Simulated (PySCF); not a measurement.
Phosphorus: a sound run and one with changed settings

Sound run: P [Ne] 3s2 3p3, P⁺ [Ne] 3s2 3p2. Computed with PySCF 2.14 in x2c-TZVPall, with the spin-free X2C one-electron Hamiltonian (Gaussian nucleus). The sound run starts from symmetry-adapted Hartree-Fock orbitals and uses a fine grid where one is needed.

Changed run: 14 angular points. This setting is unsound on purpose.

```
species  method  sound run (hartree)  changed run (hartree)  converged
      P     UHF           -341.52608             -341.52608        yes
      P   M06-L           -342.07020             -342.07020        yes
      P    PBE0           -341.95781             -341.95781        yes
     P⁺     UHF           -341.16228             -341.16228        yes
     P⁺   M06-L           -341.68292             -341.68510        yes
     P⁺    PBE0           -341.57142             -341.57182        yes
```

Ionisation energy of P:

```json
{"method": "UHF", "sound run (eV)": "9.900", "changed run (eV)": "9.900"}
{"method": "M06-L", "sound run (eV)": "10.538", "changed run (eV)": "10.479"}
{"method": "PBE0", "sound run (eV)": "10.514", "changed run (eV)": "10.503"}
```

A coarse angular grid integrates products of high-l functions wrongly, so density functionals can shift, and the SCF can exploit the error; Hartree-Fock and MP2 need no grid.

For comparison, NIST gives 10.487 eV between the lowest levels.
